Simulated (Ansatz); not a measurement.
System: CH, charge 0, doublet. CH (SMILES [CH], doublet).
B3LYP-D3(BJ)/def2-TZVP minimum from Ansatz (a first-principles code):
```xyz
2

C      0.0000     0.0000    -0.1605
H      0.0000     0.0000     0.9630
```
Charge 0, spin multiplicity 2.

Wanted: atomisation energy (electronic, to ground-state atoms), in kcal/mol. Radicals and triplets start from unrestricted determinants; spin-orbit coupling is neglected. CBS(X,Y): correlation extrapolated as X^-3, Hartree-Fock from the larger set (Q,5: extrapolated as (X+1)exp(-9√X)). A bracket is a step between two methods taken in the basis named. The functionals are non-relativistic, so their misses hold any scalar relativity. Double hybrids freeze cores in their MP2 part. 'core' is core correlation in cc-pwCVTZ, 'X2C' scalar relativity in cc-pVTZ-DK, both at CCSD(T). Full CI freezes restricted core orbitals, also for open shells; the composite that ends in it estimates full CI at the basis-set limit. For partners of very few electrons the exact lower level stands in for a higher one. The UHF reference of CH ([CH], doublet) is spin-contaminated (<S^2> up to 0.35 over the pure value in the sets run).

CCSD(T)/CBS(cc-pVQZ,cc-pV5Z) + [CCSDT(Q) - CCSD(T)]/cc-pV5Z + [FCI - CCSDT(Q)]/cc-pVTZ + core + X2C (Ansatz) gives 84.2 kcal/mol.

How far off this value is PBE/def2-TZVPD (Ansatz), in which direction, and which of these levels come nearer: B3LYP/def2-TZVPD, wB97M-V/def2-TZVPD, B2PLYP/def2-TZVPD, CCSD(T)/CBS(cc-pVQZ,cc-pV5Z) + core + X2C?

PBE gives 84.6 kcal/mol, 0.4 kcal/mol above it. Errors of the others: B3LYP/def2-TZVPD (Ansatz) 1.0; wB97M-V/def2-TZVPD (Ansatz) -0.1; B2PLYP/def2-TZVPD (Ansatz) -2.0; CCSD(T)/CBS(cc-pVQZ,cc-pV5Z) + core + X2C (Ansatz) -0.4 kcal/mol. Nearer than PBE: wB97M-V/def2-TZVPD.
